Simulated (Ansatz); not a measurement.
**C2HSi, quartet: reading a ladder of total energies**

Geometry: that of the C2HSi, doublet, kept fixed. The doublet lies 2.8 eV lower here.

```yaml
atoms:
  - { symbol: C, position_ang: [0.0000, -0.8170, 0.7688] }
  - { symbol: C, position_ang: [0.0000, 0.4619, 1.0201] }
  - { symbol: Si, position_ang: [0.0000, 0.1069, -0.8281] }
  - { symbol: H, position_ang: [0.0000, 1.2524, 1.7579] }
```

Basis cc-pVDZ; Ansatz 0.2.0. Only valence electrons are correlated (noble-gas cores frozen), which leaves 13 electrons in 44 orbitals. Prefix R: restricted or restricted open-shell reference; prefix U: unrestricted.

Full CI isn't at hand for all of this; UCCSDT(Q) serves as the reference, and is uncertain by the last step of the cluster series or more.

UCCSD has a T1 diagnostic of 0.034 and a largest doubles amplitude of 0.08.

Runs differ by some tens of microhartree through their thresholds and, for an open shell, their frozen cores, so steps under 0.03 kcal/mol mean nothing.

| level | total energy (hartree) |
| --- | --- |
| UHF | -365.026991 |
| UMP2 | -365.320129 |
| UCCSD | -365.345428 |
| UCCSD(T) | -365.362413 |
| UCCSDT | -365.363538 |
| UCCSDT(Q) | -365.365265 |

What is the correlation energy at UCCSDT(Q), and what share of it do UMP2 and UCCSDT recover?

E(corr) = -365.365265 − (-365.026991) = -0.338274 hartree = -9.205 eV. UMP2: -0.293138 / -0.338274 = 86.66 %. UCCSDT: -0.336547 / -0.338274 = 99.49 %.

By how many kcal/mol does UCCSD(T) miss UCCSDT(Q) (1 hartree = 627.509 kcal/mol), and which steps make up the rest?

-365.362413 − (-365.365265) = 0.002852 hartree = 1.79 kcal/mol. Steps: UCCSDT − UCCSD(T) = -0.71, UCCSDT(Q) − UCCSDT = -1.08 kcal/mol. Differences between like states or geometries often cancel part of this.
